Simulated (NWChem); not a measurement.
# carbon tetrachloride (CCl₄); SMILES ClC(Cl)(Cl)Cl

```xyz
5

Cl     1.3759    -1.1403    -0.0696
C      0.0000     0.0000     0.0000
Cl     0.6164     1.6785     0.0019
Cl    -1.0518    -0.2470    -1.4250
Cl    -0.9405    -0.2914     1.4927
```
Atoms are numbered in this order, from 1.

Level: PBE-D3(BJ)/def2-SVP (NWChem), optimised geometry, unscaled harmonic frequencies. 

### Question
List the harmonic frequencies with IR intensities, and the thermochemistry.

### Answer
```json
[
 {"frequency (cm⁻¹)": "208", "IR intensity (km/mol)": "0.0"},
 {"frequency (cm⁻¹)": "208", "IR intensity (km/mol)": "0.0"},
 {"frequency (cm⁻¹)": "307", "IR intensity (km/mol)": "0.1"},
 {"frequency (cm⁻¹)": "307", "IR intensity (km/mol)": "0.1"},
 {"frequency (cm⁻¹)": "307", "IR intensity (km/mol)": "0.1"},
 {"frequency (cm⁻¹)": "451", "IR intensity (km/mol)": "0.0"},
 {"frequency (cm⁻¹)": "731", "IR intensity (km/mol)": "203.1"},
 {"frequency (cm⁻¹)": "731", "IR intensity (km/mol)": "203.1"},
 {"frequency (cm⁻¹)": "731", "IR intensity (km/mol)": "203.1"}
]
```

| Property | Value |
|---|---|
| zero-point energy | 5.7 kcal/mol |
| thermal correction to the enthalpy at 298.15 K (with zero-point energy) | 9.9 kcal/mol |
| heat capacity Cv | 18.3 cal/(mol K) |
| entropy at 298.15 K and 1 atm (symmetry number 12) | 74.4 cal/(mol K) |
| dipole moment | 0.00 D |

Rigid rotor and harmonic oscillator.
